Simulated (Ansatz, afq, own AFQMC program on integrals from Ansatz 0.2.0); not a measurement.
## HO, doublet in cc-pVDZ, levels against full CI

```xyz
2

O     0.0000    0.0000    0.0000
H     0.0000    0.0000    1.0930
```

Basis cc-pVDZ. Only valence electrons are correlated. AFQMC by an in-house program on the Cholesky factors that Ansatz 0.2.0 writes for its CCSD(T) run. ph-AFQMC/CISD is guided by a CISD state made of CCSD amplitudes; releasing the constraint for a short imaginary time cuts its bias at the price of noise, slowly where states lie close. ± is one standard error of the sampling.

Determinant: UHF, the one that the program's search chose, which needn't be the lowest solution. The geometry is a point of a scan.

Full CI on the same integrals is exact in this basis and with this determinant's frozen core.

The T1 diagnostic is 0.0083. The weight of the determinant in the CISD state is 0.951 and the ⟨S²⟩ of the determinant is 0.758. The size of the correlated space is 7 electrons in 18 orbitals.

Reference: full CI, correlation energy -4.659 eV. The released energy is read at 2.40 1/Eh (meV from the phaseless value at times in 1/Eh: 0.4 ± 1.3 at 0.24, -2.7 ± 1.2 at 0.51, -2.7 ± 1.1 at 0.99, -2.6 ± 1.4 at 1.62, -2.6 ± 1.5 at 2.40).

```json
{"level": "HF", "E − E(reference) (kJ/mol)": "449.6", "share of correlation (%)": "0.00"}
{"level": "MP2", "E − E(reference) (kJ/mol)": "48.0", "share of correlation (%)": "89.33"}
{"level": "CCSD", "E − E(reference) (kJ/mol)": "6.8", "share of correlation (%)": "98.48"}
{"level": "CCSD(T)", "E − E(reference) (kJ/mol)": "1.5", "share of correlation (%)": "99.67"}
{"level": "CCSDT", "E − E(reference) (kJ/mol)": "0.9", "share of correlation (%)": "99.81"}
{"level": "CCSDT(Q)", "E − E(reference) (kJ/mol)": "0.0", "share of correlation (%)": "99.99"}
{"level": "CCSDTQ", "E − E(reference) (kJ/mol)": "0.0", "share of correlation (%)": "100.00"}
{"level": "ph-AFQMC/HF", "E − E(reference) (kJ/mol)": "4.4 ± 2.0", "share of correlation (%)": "99.02"}
{"level": "ph-AFQMC/CISD", "E − E(reference) (kJ/mol)": "0.3 ± 0.1", "share of correlation (%)": "99.93"}
{"level": "released AFQMC", "E − E(reference) (kJ/mol)": "0.1 ± 0.1", "share of correlation (%)": "99.99"}
```

CCSDT and higher add their correlation energy to the determinant of the CCSD(T) run, since their own runs factorise the integrals more tightly (a shift of under 2 meV). A walk keeps the symmetry of its determinant, which the program's search chose and which needn't be the lowest solution, so a lower state of the same spin and another symmetry isn't excluded. Released energies are given only where the last usable release times agree within the noise; a slower fall can still hide under it.
